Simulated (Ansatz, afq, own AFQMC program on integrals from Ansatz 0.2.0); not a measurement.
**The Si3–O4 bond of C₂H₈OSi, singlet, worked out**

```yaml
atoms:
  - { symbol: C, position_ang: [-1.4715, -0.3196, -0.1298] }
  - { symbol: C, position_ang: [-0.1944, -0.5987, 0.6594] }
  - { symbol: Si, position_ang: [1.3614, 0.1397, -0.0929] }
  - { symbol: O, position_ang: [1.2692, 1.8039, -0.2264] }
  - { symbol: H, position_ang: [-1.4187, -0.7345, -1.1498] }
  - { symbol: H, position_ang: [-1.6546, 0.7631, -0.2248] }
  - { symbol: H, position_ang: [-2.3598, -0.7558, 0.3534] }
  - { symbol: H, position_ang: [-0.2846, -0.2118, 1.6897] }
  - { symbol: H, position_ang: [-0.0284, -1.6867, 0.7608] }
  - { symbol: H, position_ang: [1.5882, -0.4736, -1.4450] }
  - { symbol: H, position_ang: [2.5345, -0.1327, 0.7850] }
  - { symbol: H, position_ang: [0.7355, 2.1515, -0.9456] }
```

The molecule and both fragments are relaxed with PBE0/def2-SVP; the fragments keep their bonds.

Basis def2-TZVP. Only valence electrons are correlated. AFQMC by an in-house program on the Cholesky factors that Ansatz 0.2.0 writes for its CCSD(T) run. The CISD trial takes its coefficients from CCSD amplitudes. Released means that phaseless walkers are propagated on without the constraint, phases kept. Uncertainties: one standard error, sampling alone.

Total energies in eV. CBS is CCSD(T) at the limit of def2-TZVPP/QZVPP (extrapolated itself); the highest rung of each member is named.

Cautions: C₂H₈OSi (singlet): the released value is read at 0.90 1/Eh with a noise of 19 meV, more than in the cases checked (meV from the phaseless value at times in 1/Eh: -9 ± 10 at 0.21, 2 ± 21 at 0.42, -3 ± 15 at 0.63, -20 ± 19 at 0.90); C₂H₇Si (doublet): the released value is read at 1.50 1/Eh with a noise of 12 meV, more than in the cases checked (meV from the phaseless value at times in 1/Eh: -12 ± 8 at 0.24, 4 ± 7 at 0.51, -2 ± 9 at 0.99, -2 ± 12 at 1.50).

```csv
member,count,CCSD(T)/def2-TZVP,highest rung in def2-TZVP,which,CCSD(T)/CBS
"C₂H₇Si, doublet",+1,-10047.8597,-10047.9053 ± 0.0115,released AFQMC,-10050.0383
HO (doublet),+1,-2058.1800,-2058.1943,CCSDT(Q),-2059.2489
"C₂H₈OSi, singlet",-1,-12111.5243,-12111.6080 ± 0.0187,released AFQMC,-12114.9505
```

Question: Work out the best estimate of the bond energy: the CCSD(T)/CBS difference plus the step from CCSD(T) to the highest rung.

Answer: Sums with the counts: CCSD(T)/CBS 5.6633 eV, highest rung 5.5084 eV, CCSD(T)/def2-TZVP 5.4846 eV. The step is 5.5084 − 5.4846 = 0.0238 eV, so the best estimate is 5.6633 + (0.0238) = 5.6871 eV = 548.7 kJ/mol, with sampling noise 0.022 eV. The step is under twice that noise, so its sign is open. The basis set is worth 0.179 eV of it. Zero-point, core-correlation and spin–orbit terms aren't in it. Past Ne the Hartree–Fock part of each CBS total tends to overshoot, since the cores don't follow the formula; that largely cancels in the difference.

Best estimates are given only where the step beyond CCSD(T) is under 0.3 eV and no member's determinant is very poor (T1 over 0.05, or 0.07 for open shells, ⟨S²⟩ too high by 0.3, two states mixed), so the hardest cases are missing from such tables.

CCSDT and higher add their correlation energy to the determinant of the CCSD(T) run, since their own runs factorise the integrals more tightly (a shift of under 2 meV). Each member of a difference takes its own highest rung, so a best estimate needn't equal the limit plus the step of one row. Released energies are given only where the last usable release times agree within the noise; a slower fall can still hide under it.
